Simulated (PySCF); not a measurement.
H₂O, optimised at PBE/def2-SVP:

```xyz
3

O      0.0309     0.0259     0.0673
H      0.3317     0.1283    -0.8541
H     -0.5356    -0.7651     0.0096
```

Energies from PySCF (xtb for GFN2), thermal terms from the rigid-rotor harmonic-oscillator model, ideal gas at 1 bar. 6-31G* has spherical d functions here. All species are closed-shell singlets. B3LYP is the form with VWN-RPA correlation.

**Question.** List the harmonic frequencies (cm⁻¹, unscaled) at this level and at the other levels, each on its own geometry.

**Answer.** 
- PBE/def2-SVP: 1608, 3690, 3789
- B3LYP/6-31G*: 1711, 3721, 3844
- GFN2-xTB: 1540, 3643, 3651
- HF/6-31G*: 1826, 4056, 4174
- PBE0/def2-TZVP: 1623, 3852, 3960
